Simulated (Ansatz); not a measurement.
Geometry optimisation, RKS PBE0/6-31G* in Ansatz.

input.yaml

```yaml
crystal:
  periodic: [false, false, false]
  atoms:
    - { symbol: B, position_ang: [0.0, 0.0, 0.0] }
    - { symbol: "N", position_ang: [1.0346, 0.0, 1.4114] }
    - { symbol: H, position_ang: [0.1576, -0.2713, 1.9414] }
    - { symbol: H, position_ang: [1.9116, 0.2713, 1.9414] }
    - { symbol: H, position_ang: [1.3899, 0.0, -0.0116] }
    - { symbol: Cl, position_ang: [-1.6108, 0.0, -0.93] }
basis:
  gaussian: { orbitals: "6-31G*" }
hamiltonian:
  xc: pbe0
relax:
  f_tol: 0.15
  max_steps: 25
  restrain:
    - { distance: [1, 4], at: 1.06, k: 30.0 }
    - { distance: [0, 1], at: 2.75, k: 30.0 }
    - { distance: [0, 4], at: 2.39, k: 30.0 }
```

Launched with:

```bash
$ ansatz run input.yaml --threads 1 --pin off --max-ram 2048MiB --backend cpu --events-out ev --progress --plain --runs-dir out
```

Q: Where does it end, and by what steps?

A: The forces met the threshold. The restraints hold the end off the free minimum. After 14 steps the energy has fallen by 2.855 eV (the restraints' own energy left out); H3 moved furthest, 1.25 Å. Parted: B1–N2 (1.75 → 2.74 Å). Joined: N2–H5 (1.47 → 1.03 Å).

```json
{"step": "0", "energy less start (eV)": "0.0000", "largest force component (eV/Å)": "7.290", "accepted": "yes"}
{"step": "1", "energy less start (eV)": "1.7553", "largest force component (eV/Å)": "6.042", "accepted": "yes"}
{"step": "2", "energy less start (eV)": "1.5619", "largest force component (eV/Å)": "7.060", "accepted": "yes"}
{"step": "3", "energy less start (eV)": "0.5016", "largest force component (eV/Å)": "10.547", "accepted": "yes"}
{"step": "4", "energy less start (eV)": "-1.5586", "largest force component (eV/Å)": "4.891", "accepted": "yes"}
{"step": "5", "energy less start (eV)": "-2.3532", "largest force component (eV/Å)": "4.901", "accepted": "yes"}
{"step": "6", "energy less start (eV)": "-2.5208", "largest force component (eV/Å)": "1.625", "accepted": "yes"}
{"step": "7", "energy less start (eV)": "-2.5095", "largest force component (eV/Å)": "1.256", "accepted": "yes"}
{"step": "8", "energy less start (eV)": "-2.6075", "largest force component (eV/Å)": "0.725", "accepted": "yes"}
{"step": "9", "energy less start (eV)": "-2.6420", "largest force component (eV/Å)": "1.144", "accepted": "yes"}
{"step": "10", "energy less start (eV)": "-2.7091", "largest force component (eV/Å)": "1.073", "accepted": "yes"}
{"step": "11", "energy less start (eV)": "-2.8031", "largest force component (eV/Å)": "0.659", "accepted": "yes"}
{"step": "12", "energy less start (eV)": "-2.8328", "largest force component (eV/Å)": "0.671", "accepted": "yes"}
{"step": "13", "energy less start (eV)": "-2.8343", "largest force component (eV/Å)": "0.697", "accepted": "yes"}
{"step": "14", "energy less start (eV)": "-2.8548", "largest force component (eV/Å)": "0.755", "accepted": "yes"}
```

```xyz
6
Properties=species:S:1:pos:R:3
B -0.296 0.234 -0.969
N 0.992 -0.005 1.442
H 0.899 0.716 2.151
H 1.595 -0.733 1.815
H 1.477 0.422 0.634
Cl -1.785 -0.634 -0.719
```

Run time: 39 s on 1 thread of Intel(R) Xeon(R) Platinum 8175M CPU @ 2.50GHz (Skylake/Cascade Lake), with other jobs on the host, peak memory 0.14 GiB.
